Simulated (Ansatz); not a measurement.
# AlO (sextet): the correlation ladder, def2-TZVPP

An exercise on one series of results from a longer session: the logs are not shown, and one member is left open.

Computed with Ansatz 0.2.0, Gaussian basis. Level: def2-TZVPP, core rule «outside noble gas», up to 6 orbitals frozen.

To be run: UHF; ROHF; CCSD(T) on UHF.

## The system

The geometry is a PBE0/def2-TZVP stationary point (not a proven minimum) of the parent state, kept for this charge and spin.

2 atoms, charge 0, spin multiplicity 6.

Atoms are counted from 1 here; the program's logs count them from 0.

Bond lengths: Al1–O2 1.784 Å.

Set-up of the first run:

Input file in.yaml:

```yaml
crystal:
  periodic: [false, false, false]
  atoms:
    - {symbol: Al, position_ang: [0.000000, 0.000000, 0.000000]}
    - {symbol: O, position_ang: [0.000000, 0.000000, 1.784100]}
basis:
  gaussian: {orbitals: def2-TZVPP}
magnetization: {spin_polarized: true, initial_magnetization: 5}
hamiltonian: {xc: hf}
output: {orbitals: {seedname: orbitals}}
```

The run is started by

```sh
$ ansatz run in.yaml --threads 1 --pin off --events-out ev --progress --plain --max-ram 4096MiB --backend cpu
```

Among the steps run: UHF; ROHF; CCSD(T) on UHF.

One table of the session follows, with a row left open; its other results are not shown here.

```
  method  from UCCSD(T) (meV)
    ROHF                    ?
     UHF              +4978.6
    UMP2               +725.0
   UCCSD               +103.7
UCCSD(T)                    0
```

Estimate the missing values for ROHF.

**Answer.** from UCCSD(T) (meV): +5174.9. In the column «from UCCSD(T) (meV)» it is the highest.
